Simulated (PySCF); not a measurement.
**C5H9Cl: full NMR table**

```yaml
Formula: C5H9Cl
SMILES: C/C=C\CCCl
InChI: InChI=1S/C5H9Cl/c1-2-3-4-5-6/h2-3H,4-5H2,1H3/b3-2-
Point_group_of_the_computed_structure: C1
Degrees_of_unsaturation: 1
Carbon_signals: 5
Proton_signals: 5
```

Molfile (atoms numbered from 1):
```
C5H9Cl
     RDKit          3D

 15 14  0  0  0  0  0  0  0  0999 V2000
   -1.7938   -0.3168   -1.2958 C   0  0  0  0  0  0  0  0  0  0  0  0
   -1.2400    0.8622   -0.5670 C   0  0  0  0  0  0  0  0  0  0  0  0
   -0.2302    0.8795    0.2895 C   0  0  0  0  0  0  0  0  0  0  0  0
    0.5974   -0.2926    0.7287 C   0  0  0  0  0  0  0  0  0  0  0  0
    1.9723   -0.2265    0.0754 C   0  0  0  0  0  0  0  0  0  0  0  0
    3.0022   -1.5773    0.6266 Cl  0  0  0  0  0  0  0  0  0  0  0  0
   -2.8097   -0.5189   -0.9557 H   0  0  0  0  0  0  0  0  0  0  0  0
   -1.1942   -1.2103   -1.1540 H   0  0  0  0  0  0  0  0  0  0  0  0
   -1.8435   -0.0976   -2.3618 H   0  0  0  0  0  0  0  0  0  0  0  0
   -1.7507    1.7935   -0.7792 H   0  0  0  0  0  0  0  0  0  0  0  0
    0.0647    1.8235    0.7290 H   0  0  0  0  0  0  0  0  0  0  0  0
    0.7163   -0.2620    1.8142 H   0  0  0  0  0  0  0  0  0  0  0  0
    0.1169   -1.2350    0.4689 H   0  0  0  0  0  0  0  0  0  0  0  0
    1.8958   -0.3083   -1.0086 H   0  0  0  0  0  0  0  0  0  0  0  0
    2.4921    0.6947    0.3382 H   0  0  0  0  0  0  0  0  0  0  0  0
  1  2  1  0
  2  3  2  0
  3  4  1  0
  4  5  1  0
  5  6  1  0
  1  7  1  0
  1  8  1  0
  1  9  1  0
  2 10  1  0
  3 11  1  0
  4 12  1  0
  4 13  1  0
  5 14  1  0
  5 15  1  0
M  END
```

[PySCF: geometry from GFN2-xTB; NMR shieldings at PBE0/pcSseg-1/GIAO; one computed conformer; relativity neglected; no solvent model; fast rotation and ring inversion assumed for equivalent nuclei]

Chemical shifts δ = σref − σ; 1H, 13C against TMS, all at this level.

| carbon | δC, type | δH (multiplicity) | HMBC from (2–3 bonds) | span of the C tensor (ppm) |
| --- | --- | --- | --- | --- |
| C1 | 15.8, CH3 | 1.84 (d) | H10, H11 | 30 |
| C2 | 136.7, CH | 5.90 (m) | H11, H12/H13, H7/H8/H9 | 222 |
| C3 | 132.0, CH | 5.61 (m) | H10, H14/H15, H12/H13, H7/H8/H9 | 209 |
| C4 | 36.1, CH2 | 2.53 (m) | H10, H11, H14/H15 | 50 |
| C5 | 48.8, CH2 | 3.32 (t) | H11, H12/H13 | 63 |

1. Carbon types of the structure: 2 × CH, 2 × CH2, 1 × CH3, which accounts for all hydrogens.
2. δC 136.7, 132.0: alkene CH; as expected for a trigonal carbon in a double bond.
3. δC 48.8: sp3 CH2 bonded to Cl; pulled downfield by the heteroatom.
4. δC 36.1: allylic sp3 CH2; aliphatic region, no heteroatom directly attached.
5. δH 5.90, 5.61: hydrogen on an alkene CH; attached to an sp2 carbon and in the plane of the double bond.
6. δH 1.84: hydrogen on an allylic methyl carbon; allylic position.

Carbons that carry Cl, above all several Cl atoms, come out too deshielded, partly because spin–orbit coupling is missing. Shifts are as computed. Against solution values, carbons near 30 ppm lie about +3 ppm off and those near 130 ppm about +5 ppm; carbons on Cl a further +6 ppm. Of 1211 compounds with measured shifts, 218 miss one by over three times the rms of a fit or turn the order of signals round; such compounds aren't used in these exercises. No couplings were computed; multiplicities are counted from neighbouring protons, with m where these are inequivalent, close in shift, in a saturated or five-membered ring or joined by F or P, and br s for small geminal =CH2 splittings.
